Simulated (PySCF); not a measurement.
# C3H9OP: the cost of one run

Programs: PySCF 2.14.0, with density-fitted response routines of our own. Each step states its level of theory. These are calculated values for one molecule, in the gas phase or a continuum, unless marked as measured. Atoms are numbered from 0 throughout.

### Step 1. The starting structure

14 atoms, charge 0, multiplicity 1; geometry from: GFN2-xTB. The atoms were then displaced at random by about 0.01 Å, so the start is not that level's minimum.

Bonds of the start (Å): C0–P1 1.85, P1–C2 1.84, P1–C3 1.82, P1–O4 1.46, C0–H5 1.11, C0–H6 1.10, C0–H7 1.06, C2–H8 1.08, C2–H9 1.07, C2–H10 1.09, C3–H11 1.08, C3–H12 1.06, C3–H13 1.14.

### Step 2. Relaxing the molecule at PBE0-D3(BJ)/def2-TZVP

The job: settings as JSON, then the geometry in Å.

```
{"job": {"xc": "PBE0", "basis": "def2-TZVP", "d3": "d3bj", "grid": 2, "shake": 0.01, "kind": "geom"}, "charge": 0, "multiplicity": 1}
C      1.654020     0.075530    -0.404920
P      0.096950    -0.203820     0.551620
C     -0.907290    -1.359440    -0.475430
C     -0.781490     1.389870     0.501670
O      0.352480    -0.695150     1.904280
H      1.421480     0.463400    -1.414580
H      2.240300     0.830920     0.131150
H      2.204840    -0.827740    -0.459130
H     -1.837380    -1.519500     0.058640
H     -1.064970    -0.977600    -1.457180
H     -0.359620    -2.305330    -0.508830
H     -0.980850     1.731220    -0.503270
H     -0.264260     2.137110     1.045570
H     -1.781360     1.245470     1.022660
```

Launch:

```console
$ OMP_NUM_THREADS=2 python probes_run.py task.json out
```

The driver reads the jobs from task.json and runs them one after another.

Q: Estimate the wall time and peak memory of this first job on 2 threads of Intel Xeon Platinum 8488C, shared host.

About 64 s, with a peak of 1.1 GiB.
